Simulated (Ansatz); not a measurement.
## Other spins and charges of SbH4⁻, singlet at one geometry

Geometry (PBE0/def2-TZVPD stationary point for this spin, not checked as a minimum):

```xyz
5

Sb    0.0231    0.0000    0.0000
H    -0.3293    0.0000   -1.9448
H    -1.0689    1.3246    0.0000
H    -1.0689   -1.3246    0.0000
H    -0.3293    0.0000    1.9448
```

Basis def2-SVPD with its core potentials; Ansatz 0.2.0. Only valence electrons are correlated (noble-gas cores and the filled d shells of p-block atoms frozen). R marks a restricted (for open shells ROHF) determinant, U an unrestricted one. No spin–orbit coupling is included; scalar relativity enters through the core potentials alone.

Gaps are energies of the second state less the first, at fixed atoms, for a selection of the levels run; each method lands on the state that its own search finds for that charge and spin.

Unrestricted rows (U, and Kohn–Sham where it breaks symmetry) aren't spin-pure: their determinants' ⟨S²⟩ exceeds S(S+1) by up to 0.12, so they mix in states of higher spin. The highest occupied Kohn–Sham level of the anion is positive, up to +1.22 eV, so in those functionals the extra electron is held by the basis alone, which enters their differences from the reference. A value is left out where its run failed or describes another state than the reference as far as symmetry and spin tell, or, spin-broken singlets apart, can't be checked.

Removing an electron, to the doublet: 1.562 eV at UCCSDT(Q).

| level | gap (eV) | error (meV) | ⟨S²⟩ where 0.1 over S(S+1) (first / second) |
| --- | --- | --- | --- |
| UHF | 0.860 | -702 | – / 0.87 |
| UMP2 | 1.587 | 25 | – / 0.87 |
| UCCSD | 1.554 | -8 | – / 0.87 |
| UCCSD(T) | 1.565 | 3 | – / 0.87 |
| BCCD(T) | 1.565 | 3 | – / – |
| UCCSDT | 1.561 | -1 | – / 0.87 |
| PBE | 1.565 | 3 | – / – |
| r2SCAN | 1.512 | -50 | – / – |
| PBE0 | 1.610 | 48 | – / – |
| B3LYP | 1.706 | 144 | – / – |
| wB97M-V | 1.732 | 170 | – / – |
| B2PLYP | 1.596 | 34 | – / – |
| RPA-PBE | 1.802 | 240 | – / – |

In so small a basis the reference is far from its limit while semilocal and hybrid functionals are nearer theirs (RPA and double hybrids share part of the reference's basis error), so the functionals' errors here hold much of the reference's basis and frozen-core error, which can add to them or hide them.

Full CI isn't at hand for all of this; UCCSDT(Q) serves as the reference, and is uncertain by the last step of the cluster series or more. The frozen core follows each run's orbitals, which can shift R against U totals by a few meV for light atoms and by up to 0.1 eV past Ca.
